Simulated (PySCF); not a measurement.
Aziridine: full NMR table

* Formula: C2H5N
* SMILES: C1CN1
* InChI: InChI=1S/C2H5N/c1-2-3-1/h3H,1-2H2
* Point group of the computed structure: Cs
* Degrees of unsaturation: 1
* Carbon signals: 1
* Proton signals: 2

Atoms are numbered as in `[CH2:1]1[CH2:2][NH:3]1`; H(Xn) means a hydrogen on atom n.

Computational details: NMR shieldings at B97-2/pcSseg-2/GIAO, geometry: PBE0-D3(BJ)/def2-TZVP, in PySCF 2.14 (rapidly exchanging positions averaged, isolated molecule, one computed conformer, relativity neglected).

References, each an isolated molecule treated in the same way: ¹H and ¹³C vs TMS; ¹⁵N vs NH3.

| carbon | δC, type | δH (multiplicity) | HMBC from (2–3 bonds) | span of the C tensor (ppm) |
| --- | --- | --- | --- | --- |
| C1/C2 | 19.6, CH2 | 1.42 (s) | H(C1)/H(C2) | 77 |

Other nuclei:
```csv
atoms,nucleus,environment,δ (ppm),σ (ppm)
H(N3),¹H,hydrogen on an amine nitrogen,-0.83,32.46
N3,¹⁵N,amine nitrogen,6.6,255.1
```

1. Carbon types of the structure: 2 × CH2, leaving 1 H on heteroatoms.
2. δC 19.6: aziridine ring carbon.
3. δH 1.42: hydrogen on an aziridine ring carbon.
4. δH -0.83: hydrogen on an amine nitrogen; labile proton, position sensitive to the medium.

The OH or NH signal is concentration- and solvent-dependent in practice; the value given is the gas-phase one. Shifts are as computed. Against solution values, carbons near 30 ppm lie about +3 ppm off and those near 130 ppm about +7 ppm. Of 1211 compounds with measured shifts, 218 miss one by over three times the rms of a fit or turn the order of signals round; such compounds aren't used in these exercises. Experimental scales use liquid or dissolved standards, which lie at an offset from isolated NH3 (liquid NH3: subtract about 20 ppm).
